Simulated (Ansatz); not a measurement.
# Nudged elastic band run: H$_{5}$N$_{2}$

Input file:

```yaml
crystal:
  periodic: [false, false, false]
  atoms:
    - { symbol: H, position_ang: [0.124468, 1.227991, -1.024761] }
    - { symbol: "N", position_ang: [0.067541, 0.246253, -1.334426] }
    - { symbol: "N", position_ang: [-0.547752, -0.544109, 1.164013] }
    - { symbol: H, position_ang: [-0.527461, -0.256597, -0.631119] }
    - { symbol: H, position_ang: [1.020879, -0.134654, -1.239332] }
    - { symbol: H, position_ang: [-0.523466, 0.390191, 1.631998] }
    - { symbol: H, position_ang: [0.38579, -0.929074, 1.433726] }
magnetization:
  spin_polarized: true
  initial_magnetization: 1
basis:
  gaussian: { orbitals: def2-SVP }
hamiltonian:
  xc: blyp
  dispersion: d4
neb:
  order_check: false
  images: 9
  f_tol: 0.05
  max_iterations: 60
  final_atoms:
    - { symbol: H, position_ang: [-0.61077319, 0.55371395, 0.24359986] }
    - { symbol: "N", position_ang: [0.09381046, 0.1656164, -1.3847348] }
    - { symbol: "N", position_ang: [-0.48965972, 0.24962999, 1.24141453] }
    - { symbol: H, position_ang: [0.00634968, -0.86652255, -1.52506002] }
    - { symbol: H, position_ang: [1.13104474, 0.27083847, -1.30944747] }
    - { symbol: H, position_ang: [0.50337948, 0.39785215, 1.47592727] }
    - { symbol: H, position_ang: [-0.63415246, -0.77112741, 1.25839965] }
  initial_path:
    images:
      - { positions_ang: [[0.124468, 1.227991, -1.024761], [0.067541, 0.246253, -1.334426], [-0.547752, -0.544109, 1.164013], [-0.527461, -0.256597, -0.631119], [1.020879, -0.134654, -1.239332], [-0.523466, 0.390191, 1.631998], [0.38579, -0.929074, 1.433726]] }
      - { positions_ang: [[0.08421768, 1.0036186, -0.82038269], [0.09527288, 0.28799747, -1.3201541], [-0.51207384, -0.50512439, 1.17542572], [-0.54774051, -0.17880071, -0.85452613], [1.00883179, -0.14292145, -1.29548297], [-0.54130717, 0.41207196, 1.65031584], [0.41279817, -0.87684047, 1.46490333]] }
      - { positions_ang: [[0.04396737, 0.77924621, -0.61600438], [0.12300476, 0.32974194, -1.30588219], [-0.47639568, -0.46613978, 1.18683844], [-0.56802002, -0.10100443, -1.07793327], [0.99678457, -0.1511889, -1.35163394], [-0.55914833, 0.43395291, 1.66863368], [0.43980634, -0.82460694, 1.49608067]] }
      - { positions_ang: [[0.00371705, 0.55487381, -0.41162607], [0.15073664, 0.37148641, -1.29161029], [-0.44071752, -0.42715517, 1.19825116], [-0.58829953, -0.02320814, -1.3013404], [0.98473736, -0.15945635, -1.40778491], [-0.5769895, 0.45583387, 1.68695151], [0.4668145, -0.77237342, 1.527258]] }
      - { positions_ang: [[-0.03653327, 0.33050141, -0.20724776], [0.17846852, 0.41323087, -1.27733838], [-0.40503936, -0.38817056, 1.20966388], [-0.60857905, 0.05458814, -1.52474753], [0.97269015, -0.16772381, -1.46393588], [-0.59483067, 0.47771483, 1.70526935], [0.49382267, -0.72013989, 1.55843533]] }
      - { positions_ang: [[-0.07678358, 0.10612901, -0.00286946], [0.2062004, 0.45497534, -1.26306648], [-0.3693612, -0.34918595, 1.2210766], [-0.62885856, 0.13238443, -1.74815467], [0.96064294, -0.17599126, -1.52008685], [-0.61267183, 0.49959578, 1.72358719], [0.52083084, -0.66790636, 1.58961266]] }
      - { positions_ang: [[-0.1835815, 0.195646, 0.04642441], [0.18372241, 0.39710355, -1.28740015], [-0.39342091, -0.22942276, 1.22514419], [-0.50181691, -0.06739697, -1.70353574], [0.9947233, -0.08662531, -1.47795898], [-0.38946157, 0.47924706, 1.6740552], [0.28983418, -0.68855057, 1.52337006]] }
      - { positions_ang: [[-0.29037943, 0.28516299, 0.09571827], [0.16124443, 0.33923176, -1.31173381], [-0.41748061, -0.10965957, 1.22921177], [-0.37477526, -0.26717836, -1.65891681], [1.02880366, 0.00274064, -1.4358311], [-0.16625131, 0.45889833, 1.62452322], [0.05883752, -0.70919478, 1.45712746]] }
      - { positions_ang: [[-0.39717735, 0.37467997, 0.14501213], [0.13876644, 0.28135998, -1.33606747], [-0.44154032, 0.01010362, 1.23327936], [-0.24773361, -0.46695976, -1.61429788], [1.06288402, 0.09210658, -1.39370323], [0.05695896, 0.4385496, 1.57499124], [-0.17215914, -0.72983899, 1.39088485]] }
      - { positions_ang: [[-0.50397527, 0.46419696, 0.19430599], [0.11628845, 0.22348819, -1.36040114], [-0.46560002, 0.1298668, 1.23734694], [-0.12069196, -0.66674116, -1.56967895], [1.09696438, 0.18147253, -1.35157535], [0.28016922, 0.41820088, 1.52545925], [-0.4031558, -0.7504832, 1.32464225]] }
      - { positions_ang: [[-0.61077319, 0.55371395, 0.24359986], [0.09381046, 0.1656164, -1.3847348], [-0.48965972, 0.24962999, 1.24141453], [0.00634968, -0.86652255, -1.52506002], [1.13104474, 0.27083847, -1.30944747], [0.50337948, 0.39785215, 1.47592727], [-0.63415246, -0.77112741, 1.25839965]] }
```

Run as:

```bash
$ ansatz run input.yaml --threads 1 --pin off --max-ram 2048MiB --backend cpu --events-out ev --progress --plain --runs-dir out
```

Output, in part (warnings, iteration lines, the closing report on the highest movable image, with atoms numbered from 0):

```
NEB end point (image 0): max|allowed force component| = 1.049e-2 eV/Å (the criterion of neb.relax_end_points is 1.000e-2)
NEB end point (image 10): max|allowed force component| = 1.761e-3 eV/Å (the criterion of neb.relax_end_points is 1.000e-2)
NEB iter   1: max|band force component| = 2.722e1 eV/Å  barrier→ = 6.7972 eV  barrier← = 6.7972 eV  Δτ_max = 0.1978 Å  (417 SCF iters)
NEB iter   2: max|band force component| = 2.715e0 eV/Å  barrier→ = 0.3673 eV  barrier← = 0.3674 eV  Δτ_max = 0.1985 Å  (319 SCF iters)
NEB iter   3: max|band force component| = 1.092e0 eV/Å  barrier→ = 0.2923 eV  barrier← = 0.2924 eV  Δτ_max = 0.1959 Å  (283 SCF iters)
NEB iter   4: max|band force component| = 2.024e0 eV/Å  barrier→ = 0.4313 eV  barrier← = 0.4313 eV  Δτ_max = 0.1043 Å  (305 SCF iters)
NEB iter   5: max|band force component| = 5.242e-1 eV/Å  barrier→ = 0.2942 eV  barrier← = 0.2943 eV  Δτ_max = 0.1567 Å  (277 SCF iters)
NEB iter   6: max|band force component| = 5.131e-1 eV/Å  barrier→ = 0.2922 eV  barrier← = 0.2923 eV  Δτ_max = 0.2000 Å  (279 SCF iters)
NEB iter   7: max|band force component| = 1.323e0 eV/Å  barrier→ = 0.2900 eV  barrier← = 0.2901 eV  Δτ_max = 0.0989 Å  (282 SCF iters)
NEB iter   8: max|band force component| = 3.608e-1 eV/Å  barrier→ = 0.2856 eV  barrier← = 0.2856 eV  CI = image 5  Δτ_max = 0.2000 Å  (269 SCF iters)
NEB iter   9: max|band force component| = 3.789e-1 eV/Å  barrier→ = 0.2729 eV  barrier← = 0.2730 eV  CI = image 5  Δτ_max = 0.0999 Å  (287 SCF iters)
NEB iter  10: max|band force component| = 1.777e-1 eV/Å  barrier→ = 0.2613 eV  barrier← = 0.2613 eV  CI = image 5  Δτ_max = 0.0998 Å  (267 SCF iters)
NEB iter  11: max|band force component| = 1.623e-1 eV/Å  barrier→ = 0.2470 eV  barrier← = 0.2471 eV  CI = image 5  Δτ_max = 0.1986 Å  (271 SCF iters)
NEB iter  12: max|band force component| = 2.147e-1 eV/Å  barrier→ = 0.2120 eV  barrier← = 0.2120 eV  CI = image 5  Δτ_max = 0.1995 Å  (286 SCF iters)
NEB iter  13: max|band force component| = 2.422e-1 eV/Å  barrier→ = 0.1751 eV  barrier← = 0.1751 eV  CI = image 5  Δτ_max = 0.1002 Å  (284 SCF iters)
NEB iter  14: max|band force component| = 2.120e-1 eV/Å  barrier→ = 0.1594 eV  barrier← = 0.1595 eV  CI = image 5  Δτ_max = 0.1002 Å  (272 SCF iters)
NEB iter  15: max|band force component| = 1.705e-1 eV/Å  barrier→ = 0.1477 eV  barrier← = 0.1478 eV  CI = image 5  Δτ_max = 0.0506 Å  (277 SCF iters)
NEB iter  16: max|band force component| = 1.392e-1 eV/Å  barrier→ = 0.1430 eV  barrier← = 0.1431 eV  CI = image 5  Δτ_max = 0.0503 Å  (278 SCF iters)
NEB iter  17: max|band force component| = 7.416e-2 eV/Å  barrier→ = 0.1392 eV  barrier← = 0.1393 eV  CI = image 5  Δτ_max = 0.0503 Å  (277 SCF iters)
NEB iter  18: max|band force component| = 5.869e-2 eV/Å  barrier→ = 0.1364 eV  barrier← = 0.1364 eV  CI = image 5  Δτ_max = 0.0504 Å  (278 SCF iters)
NEB iter  19: max|band force component| = 8.899e-2 eV/Å  barrier→ = 0.1347 eV  barrier← = 0.1347 eV  CI = image 5  Δτ_max = 0.0251 Å  (276 SCF iters)
NEB iter  20: max|band force component| = 2.483e-2 eV/Å  barrier→ = 0.1343 eV  barrier← = 0.1343 eV  CI = image 5  Δτ_max = 0.0000 Å  (634 SCF iters)
Total energy: -3055.72703741 eV, -112.2958973785 hartree
Atom 0 at     0.529710    -0.290340     0.029034 Å, force    -0.013462     0.003337     0.009215 eV/Å
Atom 1 at     0.436876     0.027229    -1.193276 Å, force     0.020778    -0.015495    -0.007261 eV/Å
Atom 2 at     0.116478    -0.330335     1.221451 Å, force     0.026232    -0.005693     0.000619 eV/Å
Atom 3 at     0.265842     1.050877    -1.222859 Å, force    -0.008960     0.002221    -0.000077 eV/Å
Atom 4 at    -0.459037    -0.374622    -1.531064 Å, force    -0.007128     0.010045    -0.002609 eV/Å
Atom 5 at    -0.838171    -0.737312     1.192668 Å, force    -0.005783     0.005520    -0.001670 eV/Å
Atom 6 at    -0.051700     0.654505     1.504145 Å, force    -0.011677     0.000065     0.001783 eV/Å
Dipole moment:    -0.505747     0.277152    -0.026487 e Å
```

The run converged. The profile has 3 maxima (images 2, 5, 8) with wells between them (images 4, 6): this band takes more than one step, which may be the mechanism or a detour left from its start path. A vibrational analysis at the climbing image gives one clearly imaginary mode, 1199i cm⁻¹: a first-order saddle point.

Final band (atoms are numbered from 1 in the order of the input):

| image | path coordinate (Å) | energy (eV) | H1–N2 (Å) | H1–N3 (Å) |
| --- | --- | --- | --- | --- |
| 0 | 0.00 | 0.000 | 1.03 | 2.90 |
| 1 | 1.11 | 0.079 | 1.03 | 2.41 |
| 2 | 2.22 | 0.126 | 1.05 | 1.92 |
| 3 | 3.33 | 0.111 | 1.05 | 1.90 |
| 4 | 4.44 | 0.043 | 1.05 | 1.85 |
| 5 | 5.55 | 0.134 | 1.27 | 1.26 |
| 6 | 6.76 | 0.052 | 1.87 | 1.05 |
| 7 | 7.98 | 0.119 | 1.91 | 1.05 |
| 8 | 9.19 | 0.121 | 1.91 | 1.05 |
| 9 | 10.41 | 0.059 | 1.85 | 1.05 |
| 10 | 11.63 | 0.000 | 1.82 | 1.05 |

Run time: 5 min on 1 CPU thread of a shared host.
